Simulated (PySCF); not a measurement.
Can point charges reproduce the dipole moment of `C(Cl)C=C=C`?

Coordinates (PBE0-D3(BJ)/def2-SVP, Å) and charges (e) from the PBE0/pcSseg-1 density (PySCF):

| atom | x | y | z | Mulliken | IAO | Hirshfeld | ESP-fitted |
| --- | --- | --- | --- | --- | --- | --- | --- |
| C1 | 2.135 | 0.130 | -0.114 | -0.1675 | -0.3497 | -0.1067 | -0.5069 |
| C2 | 0.893 | -0.251 | 0.026 | -0.1057 | +0.0354 | +0.0068 | +0.0751 |
| C3 | -0.356 | -0.625 | 0.168 | -0.2075 | -0.1990 | -0.0686 | -0.1699 |
| C4 | -1.508 | 0.322 | 0.120 | -0.1766 | -0.2297 | -0.0282 | -0.1421 |
| Cl5 | -2.677 | -0.138 | -1.166 | -0.1623 | -0.1170 | -0.0882 | -0.1671 |
| H6 | 2.736 | 0.441 | 0.748 | +0.1591 | +0.1730 | +0.0617 | +0.2199 |
| H7 | 2.614 | 0.146 | -1.099 | +0.1615 | +0.1749 | +0.0630 | +0.2321 |
| H8 | -0.586 | -1.684 | 0.341 | +0.1563 | +0.1722 | +0.0562 | +0.1594 |
| H9 | -2.074 | 0.311 | 1.062 | +0.1758 | +0.1694 | +0.0526 | +0.1374 |
| H10 | -1.177 | 1.348 | -0.086 | +0.1669 | +0.1704 | +0.0512 | +0.1620 |

Task: Compute μ = Σ q r for each scheme (1 e·Å = 4.803 D) and compare with the dipole of the full density.

Result: The full density gives (1.62, 0.54, 1.41) D, 2.22 D in size; dipole vectors point from the negative to the positive end.

| scheme | μx | μy | μz | size (D) | share of the full size (%) | angle to the full dipole (°) |
| --- | --- | --- | --- | --- | --- | --- |
| Mulliken | 2.53 | 1.01 | 1.52 | 3.12 | 141 | 11 |
| IAO | 1.41 | 0.51 | 1.33 | 2.00 | 90 | 2 |
| Hirshfeld | 1.02 | 0.28 | 0.71 | 1.27 | 57 | 6 |
| ESP-fitted | 1.66 | 0.59 | 1.46 | 2.29 | 103 | 1 |

Task: Which set comes closest?

Result: Length of the difference vector: ESP-fitted 0.08 D, IAO 0.23 D, Hirshfeld 0.96 D, Mulliken 1.03 D. Closest: ESP-fitted. 

Task: What is left for the Hirshfeld atoms' own dipoles?

Result: The shares of the density sum to the whole, so what Σ q r misses lies in dipoles about the nuclei. The atomic dipoles sum to (1.62, 0.54, 1.41) − (1.02, 0.28, 0.71) = (0.60, 0.26, 0.70) D, 0.96 D in size.

Task: With the origin at the mean of the coordinates, (0.000, 0.000, 0.000) Å, which are the largest single terms, by size, of the Hirshfeld dipole along the direction of the full one?

Result: Cl5 +1.16, C1 -0.78, H6 +0.77, H7 +0.38, H9 -0.19 D; all 10 atoms together +1.27 D. The single terms depend on the origin, their sum doesn't.

Task: Give the size of the full dipole in other units.

Result: 2.22 D = 0.872 au = 0.461 e·Å = 7.39 × 10⁻³⁰ C·m.

Isolated species at its PBE0-D3(BJ)/def2-SVP geometry (one conformer only).

The run behind these numbers computed NMR shieldings as well. The run took about 9 s of CPU time (grids of density and orbitals included) (one thread, shared machine).

The values belong to the conformer `[CH2:1]=[C:2]=[CH:3][CH2:4][Cl:5]`: C2–C3–C4–Cl5 122°.
